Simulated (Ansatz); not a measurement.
# SiH3+ (triplet): trial inputs and their diagnosis at distance Si1–H3 = 2.757 Å

3 inputs are run for SiH3+ (triplet) as typed; the log has to tell whether the result can be used and what must change.

Method: the settings change from run to run; program: Ansatz 0.2.0, Gaussian basis.

15 further runs of the same task are left out: 11 that didn't finish, 4 set aside as unsound or not needed.

### 1 The geometry

The geometry derives from a PBE0/def2-TZVP stationary point (not a proven minimum). One bond is set to the value named and the two fragments are kept rigid.

4 atoms, charge 1, spin multiplicity 3.

Atoms are counted from 1 here; the program's logs count them from 0.

Bond lengths: Si1–H2 1.492 Å, Si1–H4 1.694 Å. Angles: H2–Si1–H4 105.3°.

Coordinates:

```xyz
4
charge 1, multiplicity 3
Si   -0.0089    0.0757   -0.1110
H    -0.0089   -1.2174   -0.8557
H     0.7061   -0.5711    2.4719
H    -0.4483   -0.3217    1.4761
```

### 2 Input 1

Contents of in.yaml:

```yaml
crystal:
  periodic: [false, false, false]
  atoms:
    - {symbol: Si, position_ang: [-0.008932, 0.075730, -0.110978]}
    - {symbol: H, position_ang: [-0.008932, -1.217417, -0.855710]}
    - {symbol: H, position_ang: [0.706062, -0.571057, 2.471947]}
    - {symbol: H, position_ang: [-0.448253, -0.321682, 1.476076]}
basis:
  gaussian: {orbitals: cc-pVDZ}
total_charge: 1
magnetization: {spin_polarized: false, initial_magnetization: 2}
hamiltonian: {xc: pbe0}
correlation: {active_space: {window: {electrons: 4, orbitals: 4}}}
scf: {omitted_lower_state_checks: [cluster_reference]}
```

Launch:

```console
$ ansatz run in.yaml --threads 1 --pin off --events-out ev --progress --plain --max-ram 2393MiB
```

The program printed:

```text
Error: invalid value for `correlation.active_space`: it starts from restricted Hartree–Fock orbitals; set hamiltonian.xc: hf without magnetization.spin_polarized
```

Wall time 0.03 s (1 thread of AMD EPYC 7B13, shared host).

Diagnosis: The run was refused. An active space is asked on a functional's orbitals. To mend it, start from Hartree-Fock.

### 3 Input 2

Contents of in.yaml:

```yaml
crystal:
  periodic: [false, false, false]
  atoms:
    - {symbol: Si, position_ang: [-0.008932, 0.075730, -0.110978]}
    - {symbol: H, position_ang: [-0.008932, -1.217417, -0.855710]}
    - {symbol: H, position_ang: [0.706062, -0.571057, 2.471947]}
    - {symbol: H, position_ang: [-0.448253, -0.321682, 1.476076]}
basis:
  gaussian: {orbitals: def2-TZVPP, fitting: {mean_field: def2-universal-jkfit}}
total_charge: 1
magnetization: {spin_polarized: false, initial_magnetization: 2}
correlation: {method: ccsdtq, electrons: all}
```

The command is unchanged.

The program printed:

```text
Functional definition: HF
  name "HF"
  cite "Fock, Z. Phys. 61, 126 (1930) doi:10.1007/BF01340294"
  parent pbe
  exchange = exact_x
  correlation = 0
182 factors; integrals over basis functions are off by at most 1.4e0 eV
mean field evaluation 1: about -7895.2627 eV, gradient 8.9e0 eV
mean field evaluation 2: about -7896.0699 eV, gradient 3.6e0 eV
mean field evaluation 4: about -7896.6900 eV, gradient 1.9e0 eV
mean field evaluation 8: about -7896.8189 eV, gradient 1.2e-1 eV
mean field evaluation 16: about -7896.8094 eV, gradient 4.4e-1 eV
mean field evaluation 32: about -7889.9794 eV, gradient 2.5e0 eV
mean field evaluation 64: about -7894.4416 eV, gradient 1.1e-2 eV
mean field -7896.81969101 eV, -290.2027709880 hartree, gradient 1.5e-6 eV, S^2 2.000000; 2 other end points of the search recorded, 0 dependent functions left out
determinant -7896.81969101 eV, -290.2027709880 hartree, with singles and doubles -7903.92410109 eV, -290.4638532430 hartree
determinant -7894.44163167 eV, -290.1153789191 hartree, with singles and doubles -7902.39491983 eV, -290.4076568680 hartree
reference -7896.81969101 eV, -290.2027709880 hartree; 9, 7 occupied and 75, 77 virtual orbitals, 182 factors
second order -6.28882453 eV of doubles, -0.04806083 eV of singles
Error: with its amplitudes the run needs 460.26 GiB of memory by its plan, which may be too low or too high, and 2.33 GiB are given
refused for memory
```

Run time: 1.8 s. Hardware: 1 thread of AMD EPYC 7B13, shared host.

Diagnosis: The run was refused for memory. The method is too large for the memory allowed. Cure: freeze cores, shrink the basis or take a lower level.

### 4 Input 3

Contents of in.yaml:

```yaml
crystal:
  periodic: [false, false, false]
  atoms:
    - {symbol: Si, position_ang: [0.041068, -1.217417, -0.805710]}
    - {symbol: H, position_ang: [-0.008932, -1.217417, -0.855710]}
    - {symbol: H, position_ang: [0.706062, -0.571057, 2.471947]}
    - {symbol: H, position_ang: [-0.448253, -0.321682, 1.476076]}
basis:
  gaussian: {orbitals: cc-pVDZ}
total_charge: 1
magnetization: {spin_polarized: false, initial_magnetization: 2}
correlation: {method: sc_nevpt2, electrons: valence, active_space: {window: {electrons: 2, orbitals: 10}}}
scf: {lower_state_search: off}
output: {forces: true}
```

Same command.

The program printed, shortened:

```text
Functional definition: HF
  name "HF"
  cite "Fock, Z. Phys. 61, 126 (1930) doi:10.1007/BF01340294"
  parent pbe
[...]
316 factors; integrals over basis functions are off by at most 1.0e-3 eV
[...]
mean field -6004.20906693 eV, -220.6506134108 hartree, gradient 1.6e-6 eV, S^2 2.000000; 0 other end points of the search recorded, 0 dependent functions left out
reference -6004.20906693 eV, -220.6506134108 hartree; 9, 7 occupied and 24, 26 virtual orbitals, 316 factors
state -6004.39199634 eV, -220.6573359423 hartree
state -6004.39199634 eV, -220.6573359423 hartree; corrected -6006.68960839 eV, -220.7417716278 hartree
WARN: 2 active orbitals are nearly empty or full. The corrections depend on them more than the energy does, and are more stable in an active space without them
[...]
Total energy: -6006.68960839 eV, -220.7417716278 hartree
Atom 0 at     0.041068    -1.217417    -0.805710 Å, force 25315.814743    -2.121775 25311.452972 eV/Å
Atom 1 at    -0.008932    -1.217417    -0.855710 Å, force -25315.780835     2.392497 -25310.523174 eV/Å
Atom 2 at     0.706062    -0.571057     2.471947 Å, force    -2.758281     0.558452    -2.613108 eV/Å
Atom 3 at    -0.448253    -0.321682     1.476076 Å, force     2.724373    -0.829175     1.683310 eV/Å
Dipole moment:     0.122356     0.054438     0.391985 e Å
Checks for a lower state left out: stability, starts, cluster_reference, orbital_swaps, neighbouring_geometries, increment
```

Run time: 2.3 s. Hardware: 1 thread of AMD EPYC 7B13, shared host.

What is wrong: The run converged, which proves nothing about the input. One atom lies on top of another. The shortest distance is 0.07 Å, against 1.49 Å in the geometry of step 1. Its energy belongs to another geometry. To mend it, restore its position.

### 5 Summary

```csv
input,level,ended,cause,time
1,"CASSCF(4,4)/cc-pVDZ",refused,an active space is asked on a functional's orbitals,0.03 s
2,CCSDTQ on ROHF/def2-TZVPP,out of memory,the method is too large for the memory allowed,1.8 s
3,"NEVPT2(2,10)/cc-pVDZ",converged,one atom lies on top of another,2.3 s
```

1 refused, 1 out of memory, 1 converged. The input that converges on a wrong geometry or spin is the dangerous one: no error points at it, so geometry and ⟨S²⟩ have to be checked.
